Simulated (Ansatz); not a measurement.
One starting cell of ZrC (a generated cell, ZrC built in the AFLOW prototype AB_oF8_69_a_b (B24, as in TlF)) was relaxed twice with Ansatz (plane waves, PAW, scalar-relativistic): with PBEsol at 420 eV and with PBE at 420 eV. The PBEsol result:

```
CELL_PARAMETERS angstrom
      0.00000     2.33445     2.33445
      2.33445     0.00000     2.33445
      2.33445     2.33445     0.00000
ATOMIC_POSITIONS crystal
  Zr 0.00000 0.00000 0.00000
  C  0.50000 0.50000 0.50000
```

```
quantity                          PBEsol    PBE
--------------------------------  ------  -----
space group                        Fm-3m  Fm-3m
volume (Å³/atom)                   12.72    ___
a (Å)                              4.669    ___
gap (eV, no spin-orbit coupling)    0.00    ___
```

Problem. What does PBE give for the same quantities?

Solution. 
- volume (Å³/atom), PBE: 13.05
- a (Å), PBE: 4.709
- gap (eV, no spin-orbit coupling), PBE: 0.00

Both levels end in the same structure; PBE's volume is 2.6 % larger. Neither column is exact.

No spin polarisation in the result.

Measured for ZrC: a 4.696 Å (as listed in Guo-Xu Zhang et al., New Journal of Physics (2018)). Computed minus measured — a: PBEsol -0.6 %, PBE +0.3 %. The computed values are for a static lattice.

The run could not lose the symmetry of its start.

All atoms sit on sites fixed by symmetry, so only the cell could relax.

Ansatz is a program for electronic structure.
